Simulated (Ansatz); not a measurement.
Ideal-gas functions of CH5N3, SMILES `N=C(N)N` at 500 K and 1 bar, from an Ansatz frequency run at PBE0-D4/def2-TZVP.

Molar mass 59.07 g/mol, point group C1 (symmetry number 1), electronic degeneracy 1, moments of inertia 47.541, 48.983, 95.29 u Å². Harmonic wavenumbers (cm⁻¹, unscaled): 361, 414, 479, 543, 570, 637, 770, 802, 962, 1100, 1134, 1191, 1470, 1628, 1642, 1761, 3538, 3583, 3588, 3690, 3697.

Use S(trans) = R[1.5 ln M + 2.5 ln T − 1.1517]; rotational temperatures θ = 24.2544 K / I; S(rot) = R[ln(√π/σ · √(T³/θAθBθC)) + 1.5]; for each mode x = 1.438777 ν̃/T, S = R[x/(eˣ − 1) − ln(1 − e⁻ˣ)] and H = RT x/(eˣ − 1); 1 cm⁻¹ = 0.0119627 kJ/mol; R = 8.31446 J/(mol·K).

Task: By hand: the entropy, in J/(mol·K).

Result: Translation 170.5. Rotation: θ = 0.5102, 0.4952, 0.2545 K, giving 106.1. Vibration, mode by mode: 8.36, 7.33, 6.27, 5.40, 5.07, 4.35, 3.22, 2.99, 2.08, 1.52, 1.40, 1.23, 0.64, 0.44, 0.43, 0.32, 0.00, 0.00, 0.00, 0.00, 0.00, in all 51.1. Electronic 0.0. Sum 327.7 J/(mol·K).

Task: By hand: H − E and G − E in kJ/mol, counted from the electronic energy.

Result: Zero-point energy ½ × 33560 × 0.0119627 = 200.7; thermal vibration 16.6; translation, rotation and pV give 4 RT = 16.6. H − E = 233.9 kJ/mol, and G − E = 233.9 − 500 × 327.7/1000 = 70.0 kJ/mol.

Vibration gives 16 % of the entropy. The sum counts one conformer and one mirror image; others add a mixing term.
